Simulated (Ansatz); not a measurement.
`C=C(N)C(=C)N`, relaxed with RKS PBE0-D4/def2-TZVP in Ansatz 0.2.0 from a PBE-D4/def2-SVP geometry. The force threshold is 0.005 eV/Å; the program also tests the step.

Charge 0, multiplicity 1.

Start:

```xyz
14

C     0.311    1.369   -1.243
C     0.147    0.703   -0.072
N     0.209    1.318    1.192
C    -0.234   -0.743   -0.017
C     0.330   -1.657   -0.855
N    -1.200   -1.031    0.936
H     0.638    2.421   -1.260
H     0.083    0.876   -2.196
H     0.506    2.297    1.159
H     0.766    0.795    1.877
H     1.110   -1.346   -1.560
H     0.025   -2.715   -0.839
H    -1.394   -0.296    1.615
H    -1.296   -1.991    1.260
```

```
step  energy (eV)  largest force (eV/Å)  largest move (Å)
   1   -7251.7628                 0.656             0.000
   2   -7251.8362                 0.177             0.032
   3   -7251.8411                 0.045             0.025
   4   -7251.8416                 0.035             0.015
   5   -7251.8419                 0.023             0.011
   6   -7251.8423                 0.014             0.021
   7   -7251.8423                 0.010             0.004
   8   -7251.8423                 0.012             0.007
   9   -7251.8424                 0.005             0.003
  10   -7251.8424                 0.003             0.001
```

End:

```xyz
14

C     0.275    1.360   -1.227
C     0.145    0.700   -0.075
N     0.251    1.302    1.183
C    -0.236   -0.732   -0.022
C     0.349   -1.637   -0.817
N    -1.238   -1.016    0.886
H     0.590    2.397   -1.252
H     0.034    0.877   -2.162
H     0.558    2.263    1.145
H     0.803    0.771    1.842
H     1.134   -1.334   -1.494
H     0.055   -2.680   -0.801
H    -1.411   -0.307    1.579
H    -1.309   -1.963    1.213
```

Hardware: 4 threads of a server CPU on a shared host. Wall time 24 s, peak host memory 0.71 GiB.
